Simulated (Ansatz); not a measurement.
# AlClO: a ladder of functionals and wavefunction methods

An exercise on one series of results from a longer session: the logs are not shown, and one member is left open.

Computed with Ansatz 0.2.0, Gaussian basis. Level: functionals in def2-TZVPP, the program's frozen cores in correlated methods.

Plan: LDA (SPW92), PBE-D4, revPBE-D4, BLYP-D4, r2SCAN-D4, B97M-V, PBE0-D4, B3LYP-D4, r2SCANh-D4, r2SCAN0-D4, HSE06-D4, BHLYP-D4, CAM-B3LYP-D4, LC-ωPBE, ωB97X-V, ωB97M-V, B2PLYP, PBE-QIDH; CCSD(T)/def2-SVP; CCSD(T)/def2-TZVPP; CCSD(T)/def2-QZVPP; extrapolation to the limit; RPA on PBE.

## The geometry

An earlier PBE0-D4 in a triple-zeta def2 set relaxation fixed the geometry.

SMILES `[O]=[Al][Cl]`, 3 atoms, charge 0, spin multiplicity 1.

Atoms are counted from 1 here; the program's logs count them from 0.

Bond lengths: O1–Al2 1.592 Å, Al2–Cl3 2.059 Å. Angles: O1–Al2–Cl3 180.0°.

Set-up of the first run:

in.yaml

```yaml
crystal:
  periodic: [false, false, false]
  atoms:
    - {symbol: O, position_ang: [0.109491, 1.726089, 0.250583]}
    - {symbol: Al, position_ang: [0.009737, 0.153532, 0.022293]}
    - {symbol: Cl, position_ang: [-0.119238, -1.879631, -0.272866]}
basis:
  gaussian: {orbitals: def2-TZVPP}
hamiltonian: {xc: lda}
output: {orbitals: {seedname: orbitals}}
```

Command:

```sh
> ansatz run in.yaml --threads 4 --pin off --events-out ev --progress --plain --max-ram 10444MiB
```

Among the steps run: LDA; PBE-D4 (GGA); revPBE-D4 (GGA); BLYP-D4 (GGA); r2SCAN-D4 (meta-GGA); B97M-V (meta-GGA); B3LYP-D4 (hybrid); r2SCANh-D4 (hybrid); r2SCAN0-D4 (hybrid); HSE06-D4 (hybrid); BHLYP-D4 (hybrid); CAM-B3LYP-D4 (range-separated); LC-ωPBE (range-separated); ωB97X-V (range-separated); ωB97M-V (range-separated); B2PLYP (double hybrid); PBE-QIDH (double hybrid).

One of the session's tables, all rows but one given; the rest of the session is left out.

| functional | HOMO (eV) | LUMO (eV) | gap (eV) |
| --- | --- | --- | --- |
| LDA (SPW92) | -6.78 | -3.71 | 3.07 |
| PBE-D4 | -6.55 | -3.44 | 3.11 |
| revPBE-D4 | -6.47 | -3.31 | 3.16 |
| BLYP-D4 | -6.43 | -3.38 | 3.05 |
| r2SCAN-D4 | -6.78 | -3.11 | 3.67 |
| B97M-V | -6.72 | -3.18 | 3.54 |
| PBE0-D4 | -7.90 | -2.60 | 5.30 |
| B3LYP-D4 | ? | ? | ? |
| r2SCANh-D4 | -7.29 | -2.82 | 4.48 |
| r2SCAN0-D4 | -8.08 | -2.40 | 5.68 |
| HSE06-D4 | -7.50 | -2.97 | 4.52 |
| BHLYP-D4 | -9.19 | -1.80 | 7.40 |
| CAM-B3LYP-D4 | -9.34 | -1.65 | 7.69 |
| LC-ωPBE | -10.69 | -0.39 | 10.30 |
| ωB97X-V | -10.32 | -0.54 | 9.78 |
| ωB97M-V | -10.28 | -0.76 | 9.52 |

Estimate the missing values for B3LYP-D4.

Worked estimate for «HOMO (eV)». Against the share of exact exchange, BLYP-D4 (0, -6.43), BHLYP-D4 (0.5, -9.19) give a slope of -5.52 per unit share; at 0.2 the line stands at -7.53.

**Answer.** HOMO (eV): -7.67; LUMO (eV): -2.88; gap (eV): 4.79. In «HOMO (eV)» the line misses by +0.14.
